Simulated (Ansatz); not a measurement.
Two structures of CH7OSi, doublet, reached by relaxing down either side of one saddle point (PBE0-D4/def2-TZVP). Energies are electronic, without zero-point energy. Ansatz 0.2.0; basis: def2-TZVPP and def2-QZVPP; cores frozen in the correlated methods; orbitals are unrestricted. Extrapolation: Hartree–Fock as exp(−7.88 √X), correlation as X^−2.97. First:

```
10
angstrom
H 0.3995 -0.6582 -0.4214
O 0.6389 -0.0884 -1.1631
Si 0.1683 1.4843 -1.0689
C -0.3124 -1.6453 1.4227
H 0.7561 2.1698 0.1165
H -1.3131 1.6159 -0.9757
H 0.6478 2.1379 -2.3088
H 0.2798 -1.0266 2.0826
H -1.3528 -1.4062 1.2521
H 0.0881 -2.5834 1.0640
```

Second:

```
10
angstrom
H 0.3374 -1.5832 0.1203
O 0.8259 0.0894 -1.6200
Si 0.1472 1.4775 -1.0198
C -0.1807 -1.4550 1.0722
H 0.7756 1.9195 0.2509
H -1.3247 1.3711 -0.8545
H 0.4779 2.4307 -2.1213
H 0.3526 -0.7290 1.6861
H -1.1989 -1.1091 0.8932
H -0.2124 -2.4119 1.5928
```

**Question.** Which bonds change from the first to the second?

**Answer.** SiH₄O ([OH][SiH3]) + CH₃ → SiH₃O ([O][SiH3]) + CH₄; bonds formed: H1–C4; bonds broken: H1–O2.

**Question.** Give the saddle point's structure and its height above each. (Judge from chemistry; the value comes from the calculation.)

**Answer.** The calculation gives: 90.8 kJ/mol above the first and 26.2 kJ/mol above the second (CCSD(T) at an estimated basis limit (MP2 extrapolated from triple and quadruple zeta, plus CCSD(T) − MP2 in triple zeta)).
```json
{"atom": "H1", "x (Å)": "0.2407", "y (Å)": "-0.9040", "z (Å)": "-0.0076"}
{"atom": "O2", "x (Å)": "0.6339", "y (Å)": "-0.2157", "z (Å)": "-1.1053"}
{"atom": "Si3", "x (Å)": "0.1337", "y (Å)": "1.3559", "z (Å)": "-0.9413"}
{"atom": "C4", "x (Å)": "-0.1786", "y (Å)": "-1.3459", "z (Å)": "1.0218"}
{"atom": "H5", "x (Å)": "0.7275", "y (Å)": "2.0219", "z (Å)": "0.2494"}
{"atom": "H6", "x (Å)": "-1.3468", "y (Å)": "1.4785", "z (Å)": "-0.8572"}
{"atom": "H7", "x (Å)": "0.6264", "y (Å)": "2.0066", "z (Å)": "-2.1849"}
{"atom": "H8", "x (Å)": "0.3278", "y (Å)": "-0.8124", "z (Å)": "1.8231"}
{"atom": "H9", "x (Å)": "-1.2542", "y (Å)": "-1.1850", "z (Å)": "1.0197"}
{"atom": "H10", "x (Å)": "0.0896", "y (Å)": "-2.3999", "z (Å)": "0.9822"}
```

T1 diagnostic: at most 0.023. ⟨S²⟩ of the unrestricted Hartree–Fock references: 0.76 to 0.78 (a pure state has 0.75).

Radical steps of this kind take place in plasma deposition and etching.

Labels in which every atom is bracketed show which atoms are joined, not bond orders.

For scale, one of the runs: CCSD(T)/def2-TZVPP, 202 basis functions, launched by `ansatz run in.yaml --threads 4 --pin off --events-out ev --progress --plain --max-ram 9574MiB`. Time: 2.7 min of wall clock on 4 CPU threads of an Arm Neoverse V1; the host was shared. Peak host memory: 6.5 GiB.
